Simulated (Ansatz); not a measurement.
**Al2H2 (singlet): wave-function methods side by side, cc-pVDZ**

How much of the correlation energy of Al2H2 (singlet) does each wave-function method recover here?

The runs use Ansatz 0.2.0, Gaussian basis; cc-pVDZ, core rule «outside noble gas», up to 10 orbitals frozen.

Plan: UHF; CCSD(T) on RHF; CCSD(T) on UHF; BCCD(T) on RHF; CISD; CCSDT(Q) on RHF; CCSDT(Q) on UHF; CCSDTQ on RHF; CCSDTQ on UHF; CASSCF and MRCISD+Q, 8 electrons in 10 orbitals; CASSCF and NEVPT2, 8 electrons in 10 orbitals.

2 further runs of the same task are left out: 2 set aside as unsound or not needed.

## 1. The system

The geometry is a PBE0/def2-TZVP stationary point (not a proven minimum).

4 atoms, charge 0, spin multiplicity 1.

Atoms are counted from 1 here; the program's logs count them from 0.

Bond lengths: Al1–Al2 2.634 Å, Al1–H3 1.617 Å, Al1–H4 1.823 Å, Al2–H4 1.894 Å. Angles: Al2–Al1–H3 148.7°, Al2–Al1–H4 46.0°, H3–Al1–H4 102.7°, Al1–Al2–H4 43.8°, Al1–H4–Al2 90.2°.

## 2. UHF

in.yaml reads:

```yaml
crystal:
  periodic: [false, false, false]
  atoms:
    - {symbol: Al, position_ang: [0.000000, 0.092491, 1.264725]}
    - {symbol: Al, position_ang: [0.000000, -0.019298, -1.366900]}
    - {symbol: H, position_ang: [0.000000, -0.688202, 2.680370]}
    - {symbol: H, position_ang: [0.000000, -1.271083, 0.054761]}
basis:
  gaussian: {orbitals: cc-pVDZ}
magnetization: {spin_polarized: true, initial_magnetization: 0}
hamiltonian: {xc: hf}
output: {orbitals: {seedname: orbitals}}
```

Command:

```
$ ansatz run in.yaml --threads 1 --pin off --events-out ev --progress --plain --max-ram 2816MiB --backend cpu
```

After this run come: CCSD(T) on RHF; CCSD(T) on UHF; BCCD(T) on RHF; CISD; CCSDT(Q) on RHF; CCSDT(Q) on UHF; CCSDTQ on RHF; CCSDTQ on UHF; CASSCF and MRCISD+Q, 8 electrons in 10 orbitals; CASSCF and NEVPT2, 8 electrons in 10 orbitals.

**Question.** What will the summary of the whole plan be? Wanted: RCCSDTQ below the RHF energy; RMP2 from RCCSDTQ; UMP2 from RCCSDTQ; RCCSD from RCCSDTQ; RCCSD(T) from RCCSDTQ; UCCSD(T) from RCCSDTQ; RCCSDT(Q) from RCCSDTQ; UCCSDT(Q) from RCCSDTQ; NEVPT2 valence from RCCSDTQ.

The runs gave:

```
                         quantity                                                            value
     RCCSDTQ below the RHF energy                                                       -4.4065 eV
                RMP2 from RCCSDTQ                                                  +27.92 kcal/mol
                UMP2 from RCCSDTQ                                                  +32.38 kcal/mol
               RCCSD from RCCSDTQ                                                   +4.17 kcal/mol
            RCCSD(T) from RCCSDTQ                                                   +1.06 kcal/mol
            UCCSD(T) from RCCSDTQ                                                   +1.23 kcal/mol
           RCCSDT(Q) from RCCSDTQ                                                   +0.04 kcal/mol
           UCCSDT(Q) from RCCSDTQ                                                   +0.05 kcal/mol
      NEVPT2 valence from RCCSDTQ                                                  +15.56 kcal/mol
    MRCISD+Q valence from RCCSDTQ                                                   +0.52 kcal/mol
levels within 1 kcal/mol (43 meV)  RCCSDT, UCCSDT, RCCSDT(Q), UCCSDT(Q), UCCSDTQ, MRCISD+Q valence
                    T1 diagnostic                                                            0.017
   effectively unpaired electrons                                                             0.13
```

In words: RCCSD(T) lands +1.06 kcal/mol from the yardstick (1.0 % of the correlation energy). One determinant dominates. Of the multireference levels listed MRCISD+Q valence comes nearest in total energy (+0.52 kcal/mol), which doesn't show that its space is the better one. These misses are within one basis, not against nature.
